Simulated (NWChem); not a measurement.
All runs are NWChem calculations. System: P (-1), charge -1, spin multiplicity 3. Its SCF solution wasn't tested for a lower state. Level: UCCSD(T)/def2-TZVPD, 5 core orbitals frozen.

Input file:

```
start mol
memory heap 100 mb stack 700 mb global 1900 mb
charge -1
geometry units angstroms nocenter noautoz
  P      0.000000     0.000000     0.000000
  symmetry group D2h
end
basis spherical
  * library def2-tzvpd
end
scf
  uhf
  nopen 2
  maxiter 100
  thresh 1e-7
  semidirect memsize 60000000 filesize 0
  # guess.movecs holds the orbitals of an unrestricted PBE0 run
  vectors input guess.movecs output mol.movecs
end
tce
  freeze core 5
  ccsd(t)
  thresh 1e-6
  maxiter 100
  tilesize 24
end
task tce energy
```

NWChem printed:

```
             Northwest Computational Chemistry Package (NWChem) 7.3.0
             --------------------------------------------------------

                                NWChem Input Module
                                -------------------

 Scaling coordinates for geometry "geometry" by  1.889725989
 (inverse scale =  0.529177249)

                             Geometry "geometry" -> ""
                             -------------------------

 Output coordinates in angstroms (scale by  1.889725989 to convert to a.u.)

  No.       Tag          Charge          X              Y              Z
 ---- ---------------- ---------- -------------- -------------- --------------
    1 P                   15.0000     0.00000000     0.00000000     0.00000000

 Effective nuclear repulsion energy (a.u.)       0.0000000000

            Nuclear Dipole moment (a.u.)
            ----------------------------
        X                 Y               Z
 ---------------- ---------------- ----------------
     0.0000000000     0.0000000000     0.0000000000

      Symmetry information
      --------------------

 Group name             D2h
 Group number             26
 Group order               8
 No. of unique centers     1

      Symmetry unique atoms

     1


 Summary of "ao basis" -> "" (spherical)
 ------------------------------------------------------------------------------
       Tag                 Description            Shells   Functions and Types
 ---------------- ------------------------------  ------  ---------------------
 *                         def2-tzvpd                 on all atoms

 Summary of "ao basis" -> "ao basis" (spherical)
 ------------------------------------------------------------------------------
       Tag                 Description            Shells   Functions and Types
 ---------------- ------------------------------  ------  ---------------------
 P                         def2-tzvpd               15       43   6s5p3d1f

                                 NWChem SCF Module
                                 -----------------

  ao basis        = "ao basis"
[...]
            Beta electrons :     7
           No. of orbitals :    86
            Alpha orbitals :    43
             Beta orbitals :    43
        Alpha frozen cores :     5
         Beta frozen cores :     5
     Alpha frozen virtuals :     0
      Beta frozen virtuals :     0
         Spin multiplicity : triplet
    Number of AO functions :    43
       Number of AO shells :    15
        Use of symmetry is : on
      Symmetry adaption is : on
         Schwarz screening : 0.10D-09

          Correlation Information
          -----------------------
          Calculation type : Coupled-cluster singles & doubles w/ perturbation
   Perturbative correction : (T)
            Max iterations :      100
        Residual threshold : 0.10D-05
     T(0) DIIS level shift : 0.00D+00
     L(0) DIIS level shift : 0.00D+00
     T(1) DIIS level shift : 0.00D+00
     L(1) DIIS level shift : 0.00D+00
     T(R) DIIS level shift : 0.00D+00
     T(I) DIIS level shift : 0.00D+00
   CC-T/L Amplitude update :  5-th order DIIS
                I/O scheme : Global Array Library
        L-threshold :  0.10D-05
        EOM-threshold :  0.10D-05
 no EOMCCSD initial starts read in
 TCE RESTART OPTIONS
 SLICE:      F
 D4D5:       F
 quantumc:   F
 qrotation:  F
 pwtce:      F
 qducc:      F
 nacto:                         0
 nrotv:                         0
 nrot:                          0

            Memory Information
            ------------------
          Available GA space size is     249033102 doubles
          Available MA space size is     104853836 doubles

 Maximum block size supplied by input
 Maximum block size        24 doubles

 tile_dim =      9

 -------------------------------------------------

 Global array virtual files algorithm will be used

 Parallel file system coherency ......... OK


 half-transformed integrals in memory

 2-e (intermediate) file size =         5706014
 2-e (intermediate) file name = ./mol.v2i

 2-e integrals stored in memory



CCSD iterations
 ---------------------------------------------------------
 Iter          Residuum       Correlation     Cpu    Wall
 ---------------------------------------------------------
    1   0.0910791391442  -0.1071781513499     0.1     0.1
    2   0.0266962257387  -0.1240581377938     0.1     0.1
    3   0.0101487425290  -0.1274526858580     0.1     0.1
    4   0.0044465439116  -0.1284829559943     0.1     0.1
    5   0.0021150359358  -0.1288514347747     0.1     0.1
    6   0.0002752291138  -0.1291230584911     0.1     0.1
    7   0.0001343438618  -0.1291208243630     0.1     0.1
    8   0.0000813421914  -0.1291200132555     0.1     0.1
    9   0.0000506779199  -0.1291199217659     0.1     0.1
   10   0.0000320310867  -0.1291199258541     0.1     0.1
   11   0.0000020022864  -0.1291200510040     0.1     0.1
   12   0.0000008214965  -0.1291201562793     0.1     0.1
 -----------------------------------------------------------------
 Iterations converged
 CCSD correlation energy / hartree =        -0.129120156279283
 CCSD total energy / hartree       =      -340.816586060772067

 Singles contributions

 Doubles contributions
 CCSD(T)
 Using plain CCSD(T) code
             total no. of tasks         1512
 total no. of tasks / no. procs         1512
                         wl_min            1           1.0
                         wl_max          729           3.0
        thresh for no. of tasks         1512

 CCSD[T]  correction energy / hartree =        -0.005475475606211
 CCSD[T] correlation energy / hartree =        -0.134595631885494
 CCSD[T] total energy / hartree       =      -340.822061536378271
 CCSD(T)  correction energy / hartree =        -0.005390764193058
 CCSD(T) correlation energy / hartree =        -0.134510920472342
 CCSD(T) total energy / hartree       =      -340.821976824965134

 Task  times  cpu:        2.1s     wall:        2.1s

 Total times  cpu:        2.1s     wall:        2.1s
```
